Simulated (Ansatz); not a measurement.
# C2H4OS: basis-set convergence

One table from this session's results is given with a row withheld; the runs are named, their logs left out.

Method: one geometry, several basis sets; program: Ansatz 0.2.0, Gaussian basis.

Levels to be run: PBE0-D4/def2-SVP; ωB97M-V/def2-SVP; PBE0-D4/def2-QZVPP; ωB97M-V/def2-QZVPP; the functionals' def2-TZVPP values are taken from earlier runs.

1 further run of the same task is left out (it didn't finish).

**The geometry**

All runs share one geometry, relaxed beforehand with PBE0-D4 in a triple-zeta def2 set.

SMILES `C=C(O)S`, 8 atoms, charge 0, spin multiplicity 1.

Atoms are counted from 1 here; the program's logs count them from 0.

Bond lengths: C1–C2 1.328 Å, C1–H5 1.083 Å, C1–H6 1.079 Å, C2–O3 1.355 Å, C2–S4 1.767 Å, O3–H7 0.963 Å, S4–H8 1.347 Å. Angles: C2–C1–H5 120.0°, C2–C1–H6 120.5°, H5–C1–H6 119.5°, C1–C2–O3 121.8°, C1–C2–S4 121.7°, O3–C2–S4 116.5°, C2–O3–H7 108.6°, C2–S4–H8 96.3°.

The first run:

in.yaml reads:

```yaml
crystal:
  periodic: [false, false, false]
  atoms:
    - {symbol: C, position_ang: [-0.672027, 1.056104, -0.360906]}
    - {symbol: C, position_ang: [0.108292, 0.045530, 0.002755]}
    - {symbol: O, position_ang: [1.338435, -0.136197, -0.535686]}
    - {symbol: S, position_ang: [-0.378021, -1.095406, 1.261888]}
    - {symbol: H, position_ang: [-0.297693, 1.811826, -1.039833]}
    - {symbol: H, position_ang: [-1.684086, 1.126283, 0.006321]}
    - {symbol: H, position_ang: [1.868739, -0.654173, 0.078586]}
    - {symbol: H, position_ang: [-0.191340, -2.210968, 0.530977]}
basis:
  gaussian: {orbitals: def2-SVP}
hamiltonian: {xc: pbe0, dispersion: d4}
output: {orbitals: {seedname: orbitals}}
```

Among the steps run: PBE0-D4 in def2-SVP; ωB97M-V in def2-SVP; PBE0-D4 in def2-QZVPP; ωB97M-V in def2-QZVPP.

One table of the session follows, with a row left open; its other results are not shown here.

It belongs to the step «Density functionals: the series». 

```
functional       basis  HOMO (eV)  LUMO (eV)
   PBE0-D4    def2-SVP          ?          ?
   PBE0-D4  def2-TZVPP      -6.83      -0.04
   PBE0-D4  def2-QZVPP      -6.87      -0.19
   ωB97M-V    def2-SVP      -8.86       2.44
   ωB97M-V  def2-TZVPP      -9.02       1.94
   ωB97M-V  def2-QZVPP      -9.06       1.46
```

Q: Estimate the row for PBE0-D4, def2-SVP from the others.

**Answer.** HOMO (eV): -6.69; LUMO (eV): 0.30. In the column «HOMO (eV)» it is the highest.
